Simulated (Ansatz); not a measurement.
Rutile MnF₂, treated with RPBE (PAW; Ansatz, a first-principles code).

Settings: plane-wave cutoff 520 eV, 8×8×10 k mesh (along the axes of the cell as run), Fermi–Dirac smearing 0.01 eV, spin-polarised with opposed moments, scalar-relativistic PAW data made under PBE.

Results at a series of volumes:

```csv
V (Å³/atom),E − E_lowest (meV/atom)
13.613,5.41
13.897,1.29
14.181,0.00
14.464,1.21
14.748,4.59
```

Estimate the bulk modulus and its pressure derivative from these points.

V0 = 14.179 Å³/atom, B0 = 70.2 GPa, B′ = 5.8 (fit to the energies at full precision).

Shape and atoms are relaxed at each volume.

Note: without U or exact exchange, gaps and moments of open d shells tend to come out too small; the bulk modulus comes from volumes at which shape and atoms were relaxed.

Static lattice: no zero-point or thermal effects.
